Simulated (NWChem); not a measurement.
# C2H5N (ethanimine): levels of theory compared

We compute a comparison of 4 runs (HF/STO-3G, HF/3-21G, B3LYP/6-31G*) of C2H5N (ethanimine). 

Program for the calculation: NWChem 7.3.0.

2 further runs of the same task are left out: 2 set aside as unsound or not needed.

### 1 The structure to begin with

The species is C2H5N (8 atoms), meant as a singlet with charge 0. As SMILES, `[H]/N=C\C`. The shape is that of a PBE0-D4/def2-TZVP optimisation.

Bond lengths: C1–C2 1.493 Å, C2–N3 1.263 Å, C1–H4 1.094 Å, C1–H5 1.092 Å, C1–H6 1.094 Å, C2–H7 1.095 Å, N3–H8 1.023 Å. Angles: C1–C2–N3 127.9°, C1–C2–H7 115.5°, N3–C2–H7 116.6°, C2–C1–H4 110.3°, C2–C1–H5 111.6°, C2–C1–H6 110.3°, C2–N3–H8 110.6°, H4–C1–H5 109.0°, H4–C1–H6 106.6°, H5–C1–H6 108.9°.

### 2 Energy and gradient at HF/STO-3G (run 1)

c2h5n.nw reads:

```
start c2h5n
memory 2200 mb

geometry noautosym nocenter noautoz
  C    -0.471200    0.591900   -0.316000
  C     0.663100   -0.171000    0.284300
  N     0.697800   -1.395000    0.593600
  H    -0.168400    1.032800   -1.270700
  H    -1.342300   -0.045400   -0.480200
  H    -0.756700    1.422800    0.336400
  H     1.571900    0.409700    0.476500
  H    -0.194200   -1.845700    0.376100
end

basis spherical bse
  * library STO-3G
end

scf
  thresh 1e-08
  maxiter 80
  noprint "final vectors analysis"
end

task scf gradient
```

The run is started by

```
$ nwchem c2h5n.nw > c2h5n.out
```

Output:

```text
[...]
  functions       =    20
[...]
  wavefunction    = RHF
[...]
         Total SCF energy =   -131.411031285500
      One-electron energy =   -318.586054822872
      Two-electron energy =    116.015334393764
 Nuclear repulsion energy =     71.159689143608
        Time for solution =      0.5s
[...]
                         RHF ENERGY GRADIENTS
    atom               coordinates                        gradient
                 x          y          z           x          y          z
   1 C      -0.890439   1.118529  -0.597153    0.021584  -0.020773   0.012943
   2 C       1.253077  -0.323143   0.537249   -0.021364  -0.005079  -0.006609
   3 N       1.318651  -2.636168   1.121741   -0.025461   0.009743  -0.011685
   4 H      -0.318230   1.951709  -2.401275    0.002273   0.003785  -0.004025
   5 H      -2.536579  -0.085794  -0.907446   -0.004148  -0.003110  -0.000759
   6 H      -1.429956   2.688702   0.635704   -0.000152   0.005391   0.002575
   7 H       2.970460   0.774221   0.900454    0.003436   0.000544   0.001132
   8 H      -0.366985  -3.487867   0.710726    0.023833   0.009499   0.006428
[...]
```

Run time: 1.1 s. Hardware: 1 thread of AMD EPYC 9R14 (Zen 4), shared host; peak memory 0.098 GiB.

### 3 Energy and gradient at HF/3-21G (run 2)

a.nw reads:

```
START a
TITLE "C2H5N"
memory stack 880 mb heap 220 mb global 1100 mb
charge 0

GEOMETRY noautosym nocenter noautoz
C     -0.471200     0.591900    -0.316000
C      0.663100    -0.171000     0.284300
N      0.697800    -1.395000     0.593600
H     -0.168400     1.032800    -1.270700
H     -1.342300    -0.045400    -0.480200
H     -0.756700     1.422800     0.336400
H      1.571900     0.409700     0.476500
H     -0.194200    -1.845700     0.376100
END

BASIS spherical bse
* library 3-21G
END

SCF
thresh 1e-08
maxiter 80
END

TASK scf gradient
```

The run is started by

```
$ nwchem a.nw > a.out
```

Output:

```text
[...]
  functions       =    37
[...]
  wavefunction    = RHF
[...]
         Total SCF energy =   -132.321473611855
      One-electron energy =   -318.730824825415
      Two-electron energy =    115.249662069952
 Nuclear repulsion energy =     71.159689143608
        Time for solution =      0.6s
[...]
                         RHF ENERGY GRADIENTS
    atom               coordinates                        gradient
                 x          y          z           x          y          z
   1 C      -0.890439   1.118529  -0.597153    0.008760  -0.009828   0.005593
   2 C       1.253077  -0.323143   0.537249   -0.023413   0.001770  -0.009019
   3 N       1.318651  -2.636168   1.121741    0.011458  -0.008235   0.006195
   4 H      -0.318230   1.951709  -2.401275    0.002028   0.003375  -0.004453
   5 H      -2.536579  -0.085794  -0.907446   -0.004019  -0.003868  -0.000529
   6 H      -1.429956   2.688702   0.635704   -0.000665   0.005159   0.002882
   7 H       2.970460   0.774221   0.900454    0.010841   0.005474   0.002650
   8 H      -0.366985  -3.487867   0.710726   -0.004991   0.006153  -0.003319
[...]
```

It took 1.3 s on 1 thread of AMD EPYC 9R14 (Zen 4), shared host; peak memory 0.099 GiB.

Run 3 isn't shown in full; the table further down has it.

### 4 Energy and forces at B3LYP/6-31G(d) (Cartesian functions) (run 4)

c2h5n.nw reads:

```
start c2h5n
title "C2H5N"
memory 2200 mb
geometry units angstrom noautosym nocenter noautoz
  C    -0.471200    0.591900   -0.316000
  C     0.663100   -0.171000    0.284300
  N     0.697800   -1.395000    0.593600
  H    -0.168400    1.032800   -1.270700
  H    -1.342300   -0.045400   -0.480200
  H    -0.756700    1.422800    0.336400
  H     1.571900    0.409700    0.476500
  H    -0.194200   -1.845700    0.376100
end
basis "ao basis"
  * library 6-31G*
end
dft
  xc b3lyp
  grid xfine
  convergence energy 1e-08
  iterations 100
  mulliken
  noprint "final vectors analysis"
end
task dft gradient
```

The run is started by

```
$ nwchem c2h5n.nw > c2h5n.out
```

Output:

```text
[...]
          Wavefunction type:  closed shell.
          No. of atoms     :     8
          No. of electrons :    24
[...]
          Charge           :     0
          Spin multiplicity:     1
[...]
          AO basis - number of functions:    55
[...]
              XC Information
              --------------
                         B3LYP Method XC Potential
                     Hartree-Fock (Exact) Exchange  0.200
                        Slater Exchange Functional  0.800 local
                    Becke 1988 Exchange Functional  0.720 non-local
              Lee-Yang-Parr Correlation Functional  0.810
                  VWN I RPA Correlation Functional  0.190 local
[...]
 d= 0,ls=0.0,diis     1   -133.8903837766 -2.05D+02  2.09D-02  5.42D-01     1.6
[...]
 d= 0,ls=0.0,diis    10   -133.9516473453 -9.57D-10  2.43D-07  2.46D-10    12.4
         Total DFT energy =     -133.951647345322
      One electron energy =     -320.292801159919
           Coulomb energy =      134.783793210459
    Exchange-Corr. energy =      -19.602328539471
 Nuclear repulsion energy =       71.159689143608
[...]
      Total Density - Mulliken Population Analysis
     ---------------------------------------------
    Atom       Charge   Shell Charges
 -----------   ------   -------------------------------------------------------
    1 C    6     6.49   1.99  0.68  2.15  0.64  1.01  0.03
    2 C    6     5.91   1.99  0.72  2.02  0.45  0.70  0.03
    3 N    7     7.51   1.99  0.82  2.39  0.95  1.35  0.00
    4 H    1     0.83   0.52  0.31
    5 H    1     0.85   0.53  0.32
    6 H    1     0.83   0.52  0.31
    7 H    1     0.86   0.54  0.33
    8 H    1     0.72   0.52  0.21
[...]
  wavefunction    = closed shell
                         DFT ENERGY GRADIENTS
    atom               coordinates                        gradient
                 x          y          z           x          y          z
   1 C      -0.890439   1.118529  -0.597153    0.002227  -0.003824   0.001743
   2 C       1.253077  -0.323143   0.537249   -0.002534  -0.007199   0.000805
   3 N       1.318651  -2.636168   1.121741   -0.006221   0.012039  -0.005194
   4 H      -0.318230   1.951709  -2.401275    0.000054  -0.001161   0.002383
   5 H      -2.536579  -0.085794  -0.907446    0.002167   0.001061   0.000540
   6 H      -1.429956   2.688702   0.635704    0.001326  -0.002006  -0.001109
   7 H       2.970460   0.774221   0.900454   -0.001138  -0.000737  -0.000234
   8 H      -0.366985  -3.487867   0.710726    0.004119   0.001825   0.001066
[...]
```

It took 15 s on 1 thread of AMD EPYC 9R14 (Zen 4), shared host; peak memory 0.14 GiB.

### 5 All runs side by side

```csv
run,level,iteration cap,module,energy (Eh),dipole moment (D),largest force (eV/Å),wall time
1,HF/STO-3G,80,scf,-131.411031,2.15,1.678,1.1 s
2,HF/3-21G,80,scf,-132.321474,2.70,1.293,1.3 s
3,B3LYP/6-31G* (spherical functions),100,dft,-133.948655,2.43,0.734,14 s
4,B3LYP/6-31G* (Cartesian functions),100,dft,-133.951647,2.44,0.746,15 s
```

### 6 Summary of results

| quantity | value |
| --- | --- |
| run 4: total energy | -133.95165 Eh |
| run 4: dipole moment | 2.44 D |
| run 4: largest force on an atom | 0.746 eV/Å |

In words: The dipole moment (its size) runs from 2.15 D (HF/STO-3G) to 2.70 D (HF/3-21G). In run 1 the basis is minimal, so the values are rough. All runs together took 32 s, the longest 15 s.
